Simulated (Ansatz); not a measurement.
# doublet [BNH4]+: levels of theory compared

Wanted: a comparison of 6 runs (UHF/def2-TZVPP, UBLYP/def2-TZVPP, UHSE06/def2-TZVPP, UPBE-QIDH/def2-TZVPP, USVWN5/def2-TZVPP, UCCSD/def2-TZVPP) of doublet [BNH4]+. 

Program for the calculation: Ansatz 0.2.0.

56 further runs of the same task are left out: 56 set aside as unsound or not needed.

### Step 1. The system as given

The species is [BNH4]+ (6 atoms), meant as a doublet with charge +1. As SMILES of the parent species, `BN`. Geometry: relaxed at PBE0-D4/def2-TZVP. That shape belongs to the parent species and isn't relaxed for this state.

Bond lengths: B1–N2 1.385 Å, B1–H3 1.197 Å, B1–H4 1.197 Å, N2–H5 1.006 Å, N2–H6 1.006 Å. Angles: B1–N2–H5 123.2°, B1–N2–H6 123.2°, N2–B1–H3 119.0°, N2–B1–H4 119.0°, H5–N2–H6 113.5°, H3–B1–H4 122.0°.

### Step 2. A single-point energy at UHF/def2-TZVPP (run 1)

File molecule.yaml:

```yaml
crystal:
  periodic: [false, false, false]
  atoms:
    - {symbol: B, position_ang: [-0.128200, -0.679600, -0.025600]}
    - {symbol: N, position_ang: [0.146100, 0.677400, 0.010800]}
    - {symbol: H, position_ang: [0.225800, -1.368000, 0.887500]}
    - {symbol: H, position_ang: [-0.712000, -1.128700, -0.969200]}
    - {symbol: H, position_ang: [-0.121600, 1.313700, -0.720800]}
    - {symbol: H, position_ang: [0.632000, 1.121400, 0.771300]}
basis:
  gaussian:
    orbitals: def2-TZVPP
output:
  orbitals: {seedname: orbitals}
accuracy: high
magnetization:
  spin_polarized: true
  initial_magnetization: 1
hamiltonian:
  xc: hf
total_charge: 1
```

Started as:

```sh
$ ansatz run molecule.yaml --threads 1 --pin off --max-ram 3480MiB --events-out events.jsonl --progress --plain --runs-dir runs
```

Output:

```text
Warning: RAYON_NUM_THREADS=1 ignored (pool sized by the plan → 1); use --threads N
Functional definition: HF
  name "HF"
  exchange = exact_x
  correlation = 0
2045 factors; integrals over basis functions are off by at most 3.0e-9 eV
mean field evaluation 1: about -2200.3574 eV, gradient 4.1e1 eV
mean field evaluation 2: about -2200.3592 eV, gradient 4.1e1 eV
mean field evaluation 4: about -2207.0367 eV, gradient 3.2e0 eV
mean field evaluation 8: about -2207.1560 eV, gradient 1.3e-1 eV
mean field evaluation 16: about -2205.4700 eV, gradient 2.2e1 eV
mean field evaluation 32: about -2205.4939 eV, gradient 2.2e1 eV
mean field evaluation 64: about -2206.9361 eV, gradient 1.3e0 eV
mean field -2208.86565698 eV, -81.1743156711 hartree, gradient 2.6e-8 eV, S^2 0.758021; 1 other end points of the search recorded, 0 dependent functions left out
reference -2208.86565698 eV, -81.1743156711 hartree; 8, 7 occupied and 110, 111 virtual orbitals, 2045 factors
Total energy: -2208.86565698 eV, -81.1743156711 hartree
```

Wall time 8.4 s (1 thread of Arm Neoverse V1, shared host); peak memory 0.29 GiB.

### Step 3. The energy at UBLYP/def2-TZVPP (run 2)

File molecule.yaml:

```yaml
crystal:
  periodic: [false, false, false]
  atoms:
    - symbol: B
      position_ang: [-0.128200, -0.679600, -0.025600]
    - symbol: "N"
      position_ang: [0.146100, 0.677400, 0.010800]
    - symbol: H
      position_ang: [0.225800, -1.368000, 0.887500]
    - symbol: H
      position_ang: [-0.712000, -1.128700, -0.969200]
    - symbol: H
      position_ang: [-0.121600, 1.313700, -0.720800]
    - symbol: H
      position_ang: [0.632000, 1.121400, 0.771300]
basis:
  gaussian:
    orbitals: def2-TZVPP
accuracy: high
total_charge: 1
hamiltonian:
  xc: {name: BLYP}
magnetization:
  spin_polarized: true
  initial_magnetization: 1
output: {orbitals: {seedname: orbitals}}
```

Started as:

```sh
$ ansatz run molecule.yaml --threads 1 --pin off --max-ram 3480MiB --events-out events.jsonl --progress --plain --runs-dir runs
```

Output:

```text
Warning: RAYON_NUM_THREADS=1 ignored (pool sized by the plan → 1); use --threads N
Functional definition: BLYP
  name "BLYP"
  parameter beta = 0.0042
  parameter a = 0.04918
  parameter b = 0.132
  parameter c = 0.2533
  parameter d = 0.349
  exchange = b88_x(beta = beta)
  correlation = lyp_c(a = a, b = b, c = c, d = d)
2045 factors; integrals over basis functions are off by at most 3.0e-9 eV
mean field evaluation 1: about -2200.1287 eV, gradient 7.5e1 eV
mean field evaluation 2: about -2151.8131 eV, gradient 1.0e2 eV
mean field evaluation 4: about -2217.0326 eV, gradient 2.5e1 eV
mean field evaluation 8: about -2220.3562 eV, gradient 1.0e1 eV
mean field evaluation 16: about -2221.1611 eV, gradient 1.2e-1 eV
mean field evaluation 32: about -2221.1610 eV, gradient 2.7e-4 eV
mean field -2221.16103602 eV, -81.6261625165 hartree, gradient 1.9e-8 eV, S^2 0.757034; 3 other end points of the search recorded, 0 dependent functions left out
reference -2221.16108280 eV, -81.6261642357 hartree; 8, 7 occupied and 110, 111 virtual orbitals, 2045 factors
Total energy: -2221.16108280 eV, -81.6261642357 hartree
```

It took 16 s on 1 thread of Arm Neoverse V1, shared host; peak memory 0.32 GiB.

Runs 3 to 4 aren't shown in full; the table further down has their settings and results.

### Step 4. A single-point energy at USVWN5/def2-TZVPP (run 5)

File in.yaml:

```yaml
crystal:
  periodic: [false, false, false]
  atoms:
    - {symbol: B, position_ang: [-0.128200, -0.679600, -0.025600]}
    - {symbol: "N", position_ang: [0.146100, 0.677400, 0.010800]}
    - {symbol: H, position_ang: [0.225800, -1.368000, 0.887500]}
    - {symbol: H, position_ang: [-0.712000, -1.128700, -0.969200]}
    - {symbol: H, position_ang: [-0.121600, 1.313700, -0.720800]}
    - {symbol: H, position_ang: [0.632000, 1.121400, 0.771300]}
basis:
  gaussian: {orbitals: def2-TZVPP}
total_charge: 1
magnetization: {spin_polarized: true, initial_magnetization: 1}
hamiltonian: {xc: {name: SVWN5}}
accuracy: high
output: {orbitals: {seedname: orbitals}}
```

Started as:

```sh
$ ansatz run in.yaml --threads 1 --pin off --max-ram 3480MiB --events-out events.jsonl --progress --plain --runs-dir runs
```

Output:

```text
Warning: RAYON_NUM_THREADS=1 ignored (pool sized by the plan → 1); use --threads N
Functional definition: SVWN5
  name "SVWN5"
  exchange = slater_x
  correlation = vwn5_c
2045 factors; integrals over basis functions are off by at most 3.0e-9 eV
mean field evaluation 1: about -2180.7300 eV, gradient 7.4e1 eV
mean field evaluation 2: about -2134.2518 eV, gradient 1.0e2 eV
mean field evaluation 4: about -2196.6251 eV, gradient 2.5e1 eV
mean field evaluation 8: about -2200.1498 eV, gradient 1.1e1 eV
mean field evaluation 16: about -2200.9483 eV, gradient 1.2e-3 eV
mean field evaluation 32: about -2200.9482 eV, gradient 2.5e-4 eV
mean field -2200.94824263 eV, -80.8833560604 hartree, gradient 5.6e-8 eV, S^2 0.752467; 3 other end points of the search recorded, 0 dependent functions left out
reference -2200.94824595 eV, -80.8833561825 hartree; 8, 7 occupied and 110, 111 virtual orbitals, 2045 factors
Total energy: -2200.94824595 eV, -80.8833561825 hartree
```

Wall time 8.7 s (1 thread of Arm Neoverse V1, shared host); peak memory 0.3 GiB.

### Step 5. The energy at UCCSD/def2-TZVPP (run 6)

File in.yaml:

```yaml
crystal:
  periodic: [false, false, false]
  atoms:
    - symbol: B
      position_ang: [-0.128200, -0.679600, -0.025600]
    - symbol: N
      position_ang: [0.146100, 0.677400, 0.010800]
    - symbol: H
      position_ang: [0.225800, -1.368000, 0.887500]
    - symbol: H
      position_ang: [-0.712000, -1.128700, -0.969200]
    - symbol: H
      position_ang: [-0.121600, 1.313700, -0.720800]
    - symbol: H
      position_ang: [0.632000, 1.121400, 0.771300]
basis:
  gaussian:
    orbitals: def2-TZVPP
total_charge: 1
magnetization:
  spin_polarized: true
  initial_magnetization: 1
correlation:
  method: ccsd
  frozen_orbitals: {B: 1, H: 0, "N": 1}
accuracy: high
scf:
  omitted_lower_state_checks: [cluster_reference, increment]
```

Started as:

```sh
$ ansatz run in.yaml --threads 1 --pin off --max-ram 3480MiB --events-out events.jsonl --progress --plain --runs-dir runs
```

Output:

```text
Warning: RAYON_NUM_THREADS=1 ignored (pool sized by the plan → 1); use --threads N
[... 13 lines left out ...]
2 core orbitals not correlated: weight in the atoms' cores, before any rotation towards them, 1.000 or more for the frozen orbitals, at most 0.000 for the correlated occupied ones
[... 27 lines left out ...]
Total energy: -2216.86217495 eV, -81.4681822861 hartree
Checks for a lower state left out: cluster_reference, increment
```

Wall time 78 s (1 thread of Arm Neoverse V1, shared host); peak memory 2.5 GiB.

### Step 6. Overview of the runs

| run | level | frozen core orbitals | energy (Eh) | HOMO energy (eV) | LUMO energy (eV) | ⟨S²⟩ | wall time |
| --- | --- | --- | --- | --- | --- | --- | --- |
| 1 | UHF/def2-TZVPP | – | -81.174316 | -19.71 | -8.06 | 0.758 | 8.4 s |
| 2 | UBLYP/def2-TZVPP | – | -81.626164 | -15.19 | -15.03 | 0.757 | 16 s |
| 3 | UHSE06/def2-TZVPP | – | -81.544390 | -15.71 | -14.30 | 0.758 | 25 s |
| 4 | UPBE-QIDH/def2-TZVPP | 2 | -81.539050 | -18.42 | -10.62 | 0.755 | 27 s |
| 5 | USVWN5/def2-TZVPP | – | -80.883356 | -15.38 | -15.31 | 0.752 | 8.7 s |
| 6 | UCCSD/def2-TZVPP | 2 | -81.468182 | – | – | 0.758 | 78 s |

### Step 7. Outcome

| quantity | value |
| --- | --- |
| run 6: total energy | -81.46818 Eh |
| run 6: correlation energy (2 core orbitals frozen) | -293.9 mEh |
| run 6: ⟨S²⟩ of the reference determinant | 0.758 |
| run 6: T1 diagnostic | 0.008 |

In words: Totals of different functionals can't be ranked against each other. All runs together took 2.7 min, the longest 78 s.
